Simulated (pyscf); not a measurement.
A first-order saddle from PySCF, ωB97X-D3(BJ)/def2-SVP:

```
Si
H 1 1.4881
H 1 1.4881 2 111.00
H 1 1.4881 2 111.01 3 -123.95
Cl 1 2.3536 2 107.94 3 118.01
H 5 1.5175 3 153.30 1 179.93
```
Charge 0, spin multiplicity 2.

Surface: doublet, charge 0. Lowest wavenumbers (cm⁻¹): 878i, 244, 244, 475, 475.

Name the species on either side of this saddle.

`[SiH3]` [doublet] + `[ClH]` <-> `[SiH3][Cl]` + `[H]` [doublet], an atom transfer read from left to right: Cl–H broken and Cl–Si formed. At CCSD(T)/def2-TZVPP + ΔMP2(QZVPP) it lies +0.73 eV from the left side and +0.89 eV from the right (each side as separated species at their lowest minima found). One saddle was located; it need not be the lowest between these sides. The angle at the transferred Cl is 180°. The CCSD(T) − MP2 part came from Ansatz, without density fitting, on the same reference.
